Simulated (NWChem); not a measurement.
# Li₂; SMILES [Li][Li]

```xyz
2

Li     0.0000     0.0000    -1.3936
Li     0.0000     0.0000     1.3936
```
Atoms are numbered in this order, from 1.

Computed with NWChem. Structure relaxed at the PBE0/def2-SVP level. B3LYP is NWChem's, with the RPA form of VWN correlation. Ions are spin-unrestricted doublets at the neutral geometry; other ion states weren't tried.

For level B3LYP/def2-SVP:

```yaml
"−ε(HOMO) (eV)": 3.58
```

**Question.** What are these values for level PBE/def2-SVP?

**Answer.** 
- −ε(HOMO) (eV): 3.17
